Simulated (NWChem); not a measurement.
# U-r2SCAN/cc-pVTZ run of CF (SMILES [C]F)

What is the vertical doublet–quartet gap of CF at U-r2SCAN/cc-pVTZ? 

Program for the calculation: NWChem 7.3.0.

2 further runs of the same task are left out: 2 set aside as unsound or not needed.

## Step 1: The molecule

CF has 2 atoms, charge 0, and is taken as a doublet. SMILES: `[C]F`. The shape is that of a PBE0-D4/def2-TZVP optimisation.

Bond lengths: C1–F2 1.268 Å.

## Step 2: Energy and forces at U-r2SCAN/cc-pVTZ

Input file nw.nw:

```
start nw
title "CF r2SCAN"
memory total 2200 mb

geometry units angstrom noautosym nocenter noautoz
  C      0.000000     0.000000     0.003080
  F      0.000000     0.000000     1.271320
end

basis spherical bse
  * library cc-pVTZ
end

dft
  xc r2scan
  mult 2
  grid xfine
  convergence energy 1e-08
  iterations 100
  mulliken
end

task dft gradient
```

Started as:

```
$ nwchem nw.nw > nw.out
```

The program printed:

```text
[...]
          Wavefunction type:  spin polarized.
          No. of atoms     :     2
          No. of electrons :    15
[...]
          Charge           :     0
          Spin multiplicity:     2
[...]
          AO basis - number of functions:    60
[...]
              XC Information
              --------------
                      r^2SCAN Method XC Functional
               r^2SCAN metaGGA Exchange Functional  1.000
                     r^2SCAN Correlation Potential  1.000
[...]
 d= 0,ls=0.0,diis     1   -137.7159206484 -1.60D+02  6.85D-03  1.26D-01     3.4
[...]
 d= 0,ls=0.0,diis     8   -137.7681297489 -1.20D-09  1.34D-06  3.28D-08    25.1
[...]
         Total DFT energy =     -137.768129748881
      One electron energy =     -234.117800241789
           Coulomb energy =       89.490683236087
    Exchange-Corr. energy =      -15.672687699011
 Nuclear repulsion energy =       22.531674955831
[...]
      Total Density - Mulliken Population Analysis
     ---------------------------------------------
    Atom       Charge   Shell Charges
 -----------   ------   -------------------------------------------------------
    1 C    6     6.00   1.95  0.23  1.00  0.72  0.62  0.99  0.38  0.03  0.06  0.02
    2 F    9     9.00   1.94  0.28  1.07  0.57  1.57  2.39  1.16  0.00  0.02  0.00
[...]
      <S2> =      0.7557 (Exact =     0.7500)
[...]
  wavefunction    = open shell
                         DFT ENERGY GRADIENTS
    atom               coordinates                        gradient
                 x          y          z           x          y          z
   1 C       0.000000   0.000000   0.005820    0.000000   0.000000   0.008892
   2 F       0.000000   0.000000   2.402446   -0.000000  -0.000000  -0.008892
[...]
```

Run time: 38 s. Hardware: 1 thread of Intel Xeon at 2.50GHz (Skylake/Cascade Lake), shared host; peak memory 0.12 GiB.

## Step 3: The quartet: a single-point energy at U-r2SCAN/cc-pVTZ

Input file mol.nw:

```
start mol
title "CF energy"
memory total 2200 mb

geometry units angstroms noautosym nocenter noautoz
C        0.000000       0.000000       0.003080
F        0.000000       0.000000       1.271320
end

basis spherical bse
* library cc-pVTZ
end

dft
xc r2scan
mult 4
grid xfine
convergence energy 1e-08
iterations 100
mulliken
print low
end

task dft energy
```

Started as:

```
$ nwchem mol.nw > mol.out
```

The program printed:

```text
[...]
 d= 0,ls=0.0,diis     1   -137.5698188506 -1.60D+02  9.70D-03  1.90D-01     3.4
[...]
 d= 0,ls=0.0,diis    10   -137.6520007864 -4.86D-09  2.06D-07  5.35D-10    31.8
[...]
         Total DFT energy =     -137.652000786428
      One electron energy =     -234.309879280574
           Coulomb energy =       89.914140928437
    Exchange-Corr. energy =      -15.787937390122
 Nuclear repulsion energy =       22.531674955831
[...]
      Total Density - Mulliken Population Analysis
     ---------------------------------------------
    Atom       Charge   Shell Charges
 -----------   ------   -------------------------------------------------------
    1 C    6     5.92   1.95  0.18  0.68  0.30  0.81  1.34  0.54  0.02  0.07  0.01
    2 F    9     9.08   1.94  0.28  1.06  0.59  1.57  2.39  1.22  0.00  0.02  0.00
[...]
      <S2> =      3.7543 (Exact =     3.7500)
[...]
```

Wall time 33 s (1 thread of Intel Xeon at 2.50GHz (Skylake/Cascade Lake), shared host); peak memory 0.11 GiB.

## Step 4: Results

Level: U-r2SCAN/cc-pVTZ.

```
                                        quantity          value
                           doublet: total energy  -137.76813 Eh
                          doublet: dipole moment         0.88 D
     doublet: HOMO energy (highest over α and β)       -4.95 eV
      doublet: LUMO energy (lowest over α and β)       -3.67 eV
                                   doublet: ⟨S²⟩          0.756
               doublet: largest force on an atom     0.457 eV/Å
                           quartet: total energy  -137.65200 Eh
                                   quartet: ⟨S²⟩          3.754
vertical energy of the quartet above the doublet       3.160 eV
```

At this shape the quartet lies 3.16 eV (305 kJ/mol) above the doublet. The largest force (doublet) is 0.46 eV/Å: the shape isn't a stationary point for this species at this level.
